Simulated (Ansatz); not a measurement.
Input file:

```yaml
crystal:
  periodic: [false, false, false]
  atoms:
    - {symbol: Si, position_ang: [0.000000, 0.000000, 2.387322]}
    - {symbol: B, position_ang: [0.000000, 0.000000, -0.600678]}
    - {symbol: H, position_ang: [0.000000, 0.000000, -1.786644]}
basis:
  gaussian: {orbitals: 6-31G}
correlation: {active_space: {ras: {orbitals: [4, 0, 14], electrons: 8, max_holes: 4, max_particles: 4}, fixed_orbitals: true}}
```

```sh
$ ansatz run in.yaml --threads 1 --pin off --events-out ev --progress --plain --max-ram 2393MiB
```

Output:

```
298 factors; integrals over basis functions are off by at most 2.6e-4 eV
mean field evaluation 1: about -8540.7721 eV, gradient 1.1e1 eV
mean field evaluation 2: about -8540.7709 eV, gradient 1.1e1 eV
mean field evaluation 4: about -8541.7145 eV, gradient 1.9e0 eV
mean field evaluation 8: about -8541.7852 eV, gradient 4.9e-2 eV
mean field evaluation 16: about -8534.9308 eV, gradient 1.0e0 eV
mean field evaluation 32: about -8531.6998 eV, gradient 2.7e1 eV
mean field evaluation 64: about -8540.0819 eV, gradient 6.1e0 eV
mean field -8541.78526680 eV, -313.9048187249 hartree, gradient 1.1e-6 eV, S^2 0.000000; 7 other end points of the search recorded, 0 dependent functions left out
reference -8541.78526680 eV, -313.9048187249 hartree; 10, 10 occupied and 14, 14 virtual orbitals, 298 factors
state -8545.25655119 eV, -314.0323860731 hartree
Total energy: -8545.25655119 eV, -314.0323860731 hartree
```

Natural occupations: 1.9663 1.9519 1.7969 1.5673 0.3174 0.1821 0.1299 0.0341 0.0193 0.0080 0.0070 0.0051 0.0048 0.0031 0.0028 0.0024 0.0013 0.0004.

For the same geometry and basis full CI lies 84.2 meV lower. By full CI's occupations no single determinant describes the state well. The determinant fills πx and πy unequally, so it is a mixture of Σ and Δ. RHF is unstable: UHF (⟨S²⟩ = 1.65) lies 1.04 eV below the lowest RHF solution. Higher spins weren't run at this geometry and may lie near or lower.

Ran on 1 thread of Arm Neoverse V2, shared host: 2.3 s wall, 0.14 GiB peak host memory.
